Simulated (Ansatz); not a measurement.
Molybdenum, bcc: convergence with Fermi-Dirac smearing

Computed with Ansatz, r²SCAN, scalar-relativistic PAW, on the relaxed cell (a = 3.153 Å; spin not included). Errors count from a run at 500 eV on a Γ-centred 23×23×23 mesh with Fermi-Dirac smearing of 0.1 eV, extrapolated to zero width. Fixed here: cutoff 500 eV, mesh 14×14×14. The SCF starts from atomic densities corrected by a trained network.

```csv
width (eV),E(σ→0) error (meV/atom),F error (meV/atom),P (GPa),SCF iterations
0.01,15.6,15.3,0.11,6
0.03,15.4,13.7,0.12,6
0.1,13.4,0.7,-0.02,6
0.3,12.3,-88.9,0.22,6
0.6,71.6,-435.5,4.72,6
1.0,166.5,-1410.3,17.86,6
```

Problem. What does the run at 0.2 give (width)?

Solution. E(σ→0) error (meV/atom): 10.2; F error (meV/atom): -33.8; P (GPa): -0.11; SCF iterations: 6.
